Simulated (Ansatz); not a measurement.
## Cl₂HSi, SMILES Cl[SiH]Cl: a saddle search for pyramidal inversion, step by step

Computed with Ansatz's Python interface.

Interactive session:
```pycon
>>> import ansatz as az
>>> import numpy as np
>>> cl2hsi = (
...     az.Crystal.molecule()
...     .atom('Cl', (-1.63388, 0.16599, 0.87695))
...     .atom('Si', (0.18921, -0.3751, 0.1932))
...     .atom('Cl', (0.24088, -0.28917, -1.82558))
...     .atom('H', (1.20379, 0.49829, 0.75543))
... )
>>> calc = (
...     cl2hsi.calculation()
...     .basis(gaussian='def2-SVP')
...     .functional('pbe0')
...     .spin('collinear', total=1)
... )
>>> symbols = [site.symbol for site in cl2hsi.cartesian_sites]
>>> start = np.array([site.position_ang for site in cl2hsi.cartesian_sites], dtype=float)
>>> r = calc.relax(force_tolerance=0.005).run(threads=1, backend='cpu').report

>>> end = np.array(r['positions_ang'])
>>> # start with the apex atom pushed most of the way into the plane of its neighbours
>>> a, b, d = end[[0, 2, 3]]
>>> normal = np.cross(b - a, d - a)
>>> normal /= np.linalg.norm(normal)
>>> flat = end.copy()
>>> flat[1] -= 0.8 * ((end[1] - a) @ normal) * normal
>>> guess = np.zeros_like(flat)
>>> guess[1] = normal
>>> near = az.Crystal.molecule()
>>> for symbol, place in zip(symbols, flat):
...     near = near.atom(symbol, place.tolist())
...
>>> search = (
...     near.calculation()
...     .basis(gaussian='def2-SVP')
...     .functional('pbe0')
...     .spin('collinear', total=1)
...     .saddle(mode_guess=guess.tolist(), force_tolerance=0.01, max_steps=40)
... )
>>> steps = []
>>> top = search.session().plan().execute(on_event=lambda e: steps.append(e['data']) if e['event'] == 'saddle_step' else None).report
>>> for s in steps:
...     print(f'step {s["step"]:2d}  E = {s["lagrangian_ev"]:.5f} eV  force {s["allowed_force_max_ev_ang"]:.4f} eV/A  curvature {s["curvature_ev_ang2"]:.3f} eV/A^2')
...
step  1  E = -32917.53378 eV  force 2.1287 eV/A  curvature -15.597 eV/A^2
step  2  E = -32917.62068 eV  force 0.9395 eV/A  curvature -22.611 eV/A^2
step  3  E = -32917.67379 eV  force 0.2612 eV/A  curvature -22.022 eV/A^2
step  4  E = -32917.67779 eV  force 0.0507 eV/A  curvature -21.821 eV/A^2
step  5  E = -32917.67781 eV  force 0.0490 eV/A  curvature -21.875 eV/A^2
step  6  E = -32917.67772 eV  force 0.0017 eV/A  curvature -21.859 eV/A^2
>>> print(f'minimum {r["free_energy_ev"]:.5f} eV, saddle {top["free_energy_ev"]:.5f} eV')
minimum -32918.52394 eV, saddle -32917.67774 eV
>>> print(f'electronic barrier {23.060548 * (top["free_energy_ev"] - r["free_energy_ev"]):.2f} kcal/mol')
electronic barrier 19.51 kcal/mol
>>> saddle = np.array(top['positions_ang'])
>>> print('final positions (A) and the move of each atom')
final positions (A) and the move of each atom
>>> for symbol, xyz, old in zip(symbols, saddle, end):
...     print(f'{symbol:2s} {xyz[0]:10.5f} {xyz[1]:10.5f} {xyz[2]:10.5f}   {np.linalg.norm(xyz - old):7.4f}')
...
Cl   -1.73508    0.14540    0.91384    0.0836
Si    0.11971    0.16069    0.05616    0.5980
Cl    0.23640   -0.33166   -1.92376    0.0836
H     1.31544    0.50983    0.82822    0.1211
```

Caveats:
- Total energies depend on the basis set; only differences at equal settings carry meaning.
- The energies are electronic: no zero-point or thermal terms, and the basis set is short of its limit. No separate frequency run checks the order of the saddle point.
- The species is open-shell (spin multiplicity 2).
- Run time: 70 s on 1 thread of Arm Neoverse V1, on a shared host, peak memory 0.23 GiB.

(Lines on the test bed's own set-up are left out of the output.)
